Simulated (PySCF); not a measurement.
**From computed data to an observable: chemical shift, span and skew from a shielding tensor**

hydrazine (H4N2), SMILES NN. Atoms are numbered in the order given.

```xyz
6

N      0.7083     0.0978     0.0736
N     -0.7083    -0.0978     0.0736
H      1.1441    -0.7816     0.3186
H      1.0600     0.3861    -0.8341
H     -1.1441     0.7816     0.3186
H     -1.0600    -0.3861    -0.8341
```
Charge 0, spin multiplicity 1.

Geometry: B3LYP-D3(BJ)/def2-TZVP.

GIAO shieldings from B3LYP/pcSseg-2 in PySCF, non-relativistic, no solvent. The symmetric part of the tensor of N1 has the principal values 149.5, 173.5, 258.8 ppm. The same nucleus in NH3 has σ = 260.3 ppm at this level (PySCF, at its B3LYP-D3(BJ)/def2-TZVP geometry).

Q: Work out the isotropic shielding, the ¹⁵N shift against NH3, the span and the skew.

A: 
σ(iso) = (σ11 + σ22 + σ33)/3 = 193.9 ppm. δ = σ(ref) − σ(iso) = 260.3 − (193.9) = 66.4 ppm.
Span Ω = σ33 − σ11 = 109.3 ppm. Skew κ = 3(σ(iso) − σ22)/Ω = 0.56. Tumbling in solution averages the tensor to δ; in a static solid the shielding alone would spread this spin-1/2 line over Ω.
